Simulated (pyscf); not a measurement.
H₂N–SiH₃ + H• → H₂N–SiH₂• + H₂ (hydrogen abstraction; doublet surface; H–Si broken, H–H formed). Structures and frequencies: ωB97X-D3(BJ)/def2-SVP in PySCF. Energies in kcal/mol from the separated reactants.

```
level                      barrier  reaction energy
----------------------  ----------  ---------------
PBE/def2-TZVP                 -1.0            -16.3
r²SCAN/def2-TZVP        (withheld)       (withheld)
B3LYP-D3(BJ)/def2-TZVP        -0.8            -16.8
PBE0-D3(BJ)/def2-TZVP          0.9            -14.0
M06-2X/def2-TZVP               4.5            -14.8
ωB97M-D3(BJ)/def2-TZVP  (withheld)            -12.5
```

Task: Fill in the missing entries.

Result: 
- r²SCAN/def2-TZVP, barrier: -1.9
- r²SCAN/def2-TZVP, reaction energy: -17.1
- ωB97M-D3(BJ)/def2-TZVP, barrier: 3.9

At PBE, r²SCAN, B3LYP-D3(BJ) this geometry lies under the reactants; that is no barrier but a single point on another level's saddle; such a level's own saddle, if it has one, lies nearer that side and is low. One saddle was located; it need not be the lowest between these sides. The angle at the transferred H is 180°.
